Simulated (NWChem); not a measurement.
**doublet NaCl+ at 5 levels**

Aim: a comparison of 5 runs (UB3LYP/aug-cc-pVTZ, UBHLYP/aug-cc-pVTZ, UCAM-B3LYP/aug-cc-pVTZ, UM06-2X/aug-cc-pVTZ, UPBE0/aug-cc-pVTZ) of doublet NaCl+. 

The results are computed with NWChem 7.3.0.

## Step 1: The molecule

The species is NaCl+ (2 atoms), meant as a doublet with charge +1. SMILES of the parent species: `[Na][Cl]`. The shape is that of a PBE0-D4/def2-TZVP optimisation. That shape belongs to the parent species and isn't relaxed for this state.

Bond lengths: Na1–Cl2 2.358 Å.

## Step 2: A single-point energy at UB3LYP/aug-cc-pVTZ (run 1)

geom.nw

```
start geom
title "ClNa"
memory 2200 mb
charge 1

geometry units angstroms noautosym nocenter noautoz
   Na   -0.989600    0.304100   -0.517000
   Cl    1.019100   -0.364200    0.521000
end

basis spherical bse
   * library aug-cc-pVTZ
end

dft
   xc b3lyp
   mult 2
   grid fine
   convergence energy 1e-08
   iterations 100
   mulliken
end

task dft
```

The run is started by

```console
$ nwchem geom.nw > geom.out
```

Log:

```text
[...]
          Wavefunction type:  spin polarized.
          No. of atoms     :     2
          No. of electrons :    27
[...]
          Charge           :     1
          Spin multiplicity:     2
[...]
          AO basis - number of functions:   100
[...]
              XC Information
              --------------
                         B3LYP Method XC Potential
                     Hartree-Fock (Exact) Exchange  0.200
                        Slater Exchange Functional  0.800 local
                    Becke 1988 Exchange Functional  0.720 non-local
              Lee-Yang-Parr Correlation Functional  0.810
                  VWN I RPA Correlation Functional  0.190 local
[...]
 d= 0,ls=0.0,diis     1   -622.1716001208 -6.64D+02  6.39D-03  6.10D-01     7.3
[...]
 d= 0,ls=0.0,diis     8   -622.2760138096 -6.88D-10  1.52D-07  5.15D-10    38.9
[...]
         Total DFT energy =     -622.276013809614
      One electron energy =     -940.149202837558
           Coulomb energy =      318.408005731765
    Exchange-Corr. energy =      -42.505554009209
 Nuclear repulsion energy =       41.970737305388
[...]
      Total Density - Mulliken Population Analysis
     ---------------------------------------------
    Atom       Charge   Shell Charges
 -----------   ------   -------------------------------------------------------
    1 Na  11    10.07   2.00  1.56  0.44  0.03 -0.01  0.00  6.09 -0.04 -0.01  0.01 -0.00  0.03 -0.02  0.00  0.02 -0.02
    2 Cl  17    16.93   2.00  1.82  0.26  1.23  0.69  0.02  5.80  1.14  2.66  1.29  0.01  0.00  0.00  0.00  0.00  0.00
[...]
      <S2> =      0.7532 (Exact =     0.7500)
[...]
```

Wall time 40 s (1 thread of Intel Xeon Platinum 8488C (Sapphire Rapids), shared host); peak memory 0.12 GiB.

## Step 3: The energy at UBHLYP/aug-cc-pVTZ (run 2)

run.py

```python
from ase import Atoms
from ase.calculators.nwchem import NWChem

mol = Atoms('NaCl', positions=[
    [-0.989600, 0.304100, -0.517000],
    [1.019100, -0.364200, 0.521000],
])

calc = NWChem(
    label='a',
    theory='dft',
    memory='2200 mb',
    basis='aug-cc-pVTZ',
    basispar='spherical bse',
    charge=1,
    dft={'xc': 'bhlyp', 'mult': '2', 'grid': 'fine', 'convergence': 'energy 1e-08', 'iterations': '100', 'mulliken': None},
    task='energy',
)
mol.calc = calc

print(f"energy = {mol.get_potential_energy():.6f} eV")
```

The run is started by

```console
$ export ASE_NWCHEM_COMMAND="nwchem PREFIX.nwi > PREFIX.nwo"
$ python run.py
```

Log:

```text
energy = -16932.262012 eV
```

The calculator wrote a.nwi:

```
title "a"

permanent_dir a

scratch_dir a

start a

geometry units angstrom nocenter noautosym noautoz
  Na -9.8960000000000004e-01 3.0409999999999998e-01 -5.1700000000000002e-01
  Cl 1.0190999999999999e+00 -3.6420000000000002e-01 5.2100000000000002e-01
end

charge 1

memory 2200 mb

basis spherical bse noprint
   * library aug-cc-pVTZ
end

dft
  xc bhlyp
  mult 2
  grid fine
  convergence energy 1e-08
  iterations 100
  mulliken
end

task dft energy
```

a.nwo:

```text
Northwest Computational Chemistry Package (NWChem) 7.3.0
             --------------------------------------------------------

           Job information
           ---------------

    nwchem branch   = 7.3.0
    use scalapack   = T
    input           = a.nwi
    prefix          = a.
    data base       = a/a.db
    status          = startup
    nproc           =        1

           Memory information
           ------------------

    heap     =     72089596 doubles =      550.0 Mbytes
    stack    =     72089601 doubles =      550.0 Mbytes
    global   =    144179200 doubles =     1100.0 Mbytes (distinct from heap & stack)
    total    =    288358397 doubles =     2200.0 Mbytes
    verify   = yes
    hardfail = no

[... 72 lines left out ...]
  convergence criterion.
[... 17 lines left out ...]
          Convergence on gradient requested:  5.00D-04
[... 24 lines left out ...]
          Convergence aids based upon iterative change in
[... 30 lines left out ...]
 1-e energy   =    -912.556661
[... 41 lines left out ...]
         Total DFT energy =     -622.249156898234
[... 2 lines left out ...]
    Exchange-Corr. energy =      -42.513113071204
[... 720 lines left out ...]
                     DFT Final Beta Molecular Orbital Analysis
[... 793 lines left out ...]
 center of mass
 --------------
 x =   0.42014611 y =  -0.18729645 z =   0.20648718

 moments of inertia (a.u.)
 ------------------
          75.491934056076          66.494005410254        -103.278134993033
          66.494005410254         253.229301800826          34.360918811094
        -103.278134993033          34.360918811094         221.982843739844

     Multipole analysis of the density
     ---------------------------------

     L   x y z        total         alpha         beta         nuclear
     -   - - -        -----         -----         ----         -------
     0   0 0 0      1.000000    -14.000000    -13.000000     28.000000

     1   1 0 0     -1.409497     -7.726218     -5.851414     12.168135
[... 8 lines of this table left out ...]
     2   0 0 2     -9.881114    -19.449215    -17.410134     26.978234

 Task  times  cpu:       38.5s     wall:       38.5s
 Total times  cpu:       38.6s     wall:       38.6s
```

Wall time 40 s (1 thread of Intel Xeon Platinum 8488C (Sapphire Rapids), shared host); peak memory 0.12 GiB.

## Step 4: The energy at UCAM-B3LYP/aug-cc-pVTZ (run 3)

clna.nw

```
start clna
memory stack 880 mb heap 220 mb global 1100 mb
charge 1
geometry units bohr noautosym nocenter noautoz
Na -1.87007297  0.57466571 -0.97698841
Cl  1.92581989 -0.68823825  0.98454731
end
basis spherical bse
* library aug-cc-pVTZ
end
dft
xc xcamb88 1.00 lyp 0.81 vwn_5 0.19 hfexch 1.00
cam 0.33 cam_alpha 0.19 cam_beta 0.46
mult 2
grid fine
convergence energy 1e-08
direct
iterations 100
mulliken
end
task dft energy
```

The run is started by

```console
$ nwchem clna.nw > clna.out
```

Log:

```text
[...]
          Wavefunction type:  spin polarized.
          No. of atoms     :     2
          No. of electrons :    27
[...]
          Charge           :     1
          Spin multiplicity:     2
[...]
          AO basis - number of functions:   100
[...]
              XC Information
              --------------
                     Hartree-Fock (Exact) Exchange  1.000
                   CAM-Becke88 Exchange Functional  1.000
                      VWN V Correlation Functional  0.190 local
              Lee-Yang-Parr Correlation Functional  0.810
[...]
 d= 0,ls=0.0,diis     1   -622.1471952496 -6.64D+02  5.97D-03  6.14D-01    10.5
[...]
 d= 0,ls=0.0,diis     8   -622.2536746587 -3.86D-10  6.56D-08  2.00D-11    74.8
[...]
         Total DFT energy =     -622.253674658681
      One electron energy =     -940.102610400348
           Coulomb energy =      318.355556297608
    Exchange-Corr. energy =      -42.477354905534
 Nuclear repulsion energy =       41.970734349592
[...]
      Total Density - Mulliken Population Analysis
     ---------------------------------------------
    Atom       Charge   Shell Charges
 -----------   ------   -------------------------------------------------------
    1 Na  11    10.09   2.00  1.56  0.44  0.04 -0.01  0.00  6.10 -0.04 -0.01  0.01 -0.00  0.03 -0.02  0.00  0.02 -0.02
    2 Cl  17    16.91   2.00  1.82  0.26  1.22  0.69  0.01  5.80  1.15  2.65  1.29  0.01  0.00  0.00  0.00  0.00  0.00
[...]
      <S2> =      0.7533 (Exact =     0.7500)
[...]
```

It took 76 s on 1 thread of Intel Xeon Platinum 8488C (Sapphire Rapids), shared host; peak memory 0.12 GiB.

Run 4 isn't shown in full; the table further down has it.

## Step 5: The energy at UPBE0/aug-cc-pVTZ (run 5)

run.py

```python
from ase import Atoms
from ase.calculators.nwchem import NWChem

atoms = Atoms(['Na', 'Cl'], positions=[
    [-0.989600, 0.304100, -0.517000],
    [1.019100, -0.364200, 0.521000],
])

calc = NWChem(
    label='work',
    theory='dft',
    memory='2200 mb',
    basis='aug-cc-pVTZ',
    basispar='spherical bse',
    charge=1,
    dft={'xc': 'pbe0', 'mult': '2', 'grid': 'fine', 'convergence': 'energy 1e-08', 'iterations': '100', 'mulliken': None},
    task='energy',
)
atoms.calc = calc

e = atoms.get_potential_energy()
print(f"E = {e:.6f} eV")
```

The run is started by

```console
$ export ASE_NWCHEM_COMMAND="nwchem PREFIX.nwi > PREFIX.nwo"
$ python run.py
```

Log:

```text
E = -16925.361323 eV
```

The calculator wrote work.nwi:

```
title "work"

permanent_dir work

scratch_dir work

start work

geometry units angstrom nocenter noautosym noautoz
  Na -9.8960000000000004e-01 3.0409999999999998e-01 -5.1700000000000002e-01
  Cl 1.0190999999999999e+00 -3.6420000000000002e-01 5.2100000000000002e-01
end

charge 1

memory 2200 mb

basis spherical bse noprint
   * library aug-cc-pVTZ
end

dft
  xc pbe0
  mult 2
  grid fine
  convergence energy 1e-08
  iterations 100
  mulliken
end

task dft energy
```

work.nwo:

```text
Northwest Computational Chemistry Package (NWChem) 7.3.0
             --------------------------------------------------------

           Job information
           ---------------

    nwchem branch   = 7.3.0
    use scalapack   = T
    input           = work.nwi
    prefix          = work.
    data base       = work/work.db
    status          = startup
    nproc           =        1

           Memory information
           ------------------

    heap     =     72089596 doubles =      550.0 Mbytes
    stack    =     72089601 doubles =      550.0 Mbytes
    global   =    144179200 doubles =     1100.0 Mbytes (distinct from heap & stack)
    total    =    288358397 doubles =     2200.0 Mbytes
    verify   = yes
    hardfail = no

[... 72 lines left out ...]
  convergence criterion.
[... 17 lines left out ...]
          Convergence on gradient requested:  5.00D-04
[... 24 lines left out ...]
          Convergence aids based upon iterative change in
[... 30 lines left out ...]
 1-e energy   =    -912.556661
[... 48 lines left out ...]
         Total DFT energy =     -621.995561281074
[... 2 lines left out ...]
    Exchange-Corr. energy =      -42.237441666809
[... 722 lines left out ...]
                     DFT Final Beta Molecular Orbital Analysis
[... 797 lines left out ...]
 center of mass
 --------------
 x =   0.42014611 y =  -0.18729645 z =   0.20648718

 moments of inertia (a.u.)
 ------------------
          75.491934056076          66.494005410254        -103.278134993033
          66.494005410254         253.229301800826          34.360918811094
        -103.278134993033          34.360918811094         221.982843739844

     Multipole analysis of the density
     ---------------------------------

     L   x y z        total         alpha         beta         nuclear
     -   - - -        -----         -----         ----         -------
     0   0 0 0      1.000000    -14.000000    -13.000000     28.000000

     1   1 0 0     -1.400137     -7.720942     -5.847330     12.168135
[... 8 lines of this table left out ...]
     2   0 0 2     -9.859673    -19.443666    -17.394241     26.978234

 Task  times  cpu:       39.3s     wall:       39.3s
 Total times  cpu:       39.3s     wall:       39.3s
```

Run time: 41 s. Hardware: 1 thread of Intel Xeon Platinum 8488C (Sapphire Rapids), shared host; peak memory 0.12 GiB.

## Step 6: The series

```
run                   level  energy (Eh)  HOMO energy (eV)  LUMO energy (eV)   ⟨S²⟩  wall time
  1      UB3LYP/aug-cc-pVTZ  -622.276014            -15.12            -12.52  0.753       40 s
  2      UBHLYP/aug-cc-pVTZ  -622.249157            -16.75            -10.65  0.755       40 s
  3  UCAM-B3LYP/aug-cc-pVTZ  -622.253675            -16.86            -10.85  0.753       76 s
  4     UM06-2X/aug-cc-pVTZ  -622.209176            -16.75            -10.84  0.753       42 s
  5       UPBE0/aug-cc-pVTZ  -621.995561            -15.39            -12.02  0.754       41 s
```

## Step 7: Results

| quantity | value |
| --- | --- |
| run 5: total energy | -621.99556 Eh |
| run 5: HOMO energy (highest over α and β) | -15.39 eV |
| run 5: LUMO energy (lowest over α and β) | -12.02 eV |
| run 5: ⟨S²⟩ | 0.754 |

**Reading.** Totals of different functionals can't be ranked against each other. All runs together took 4 min, the longest 76 s.
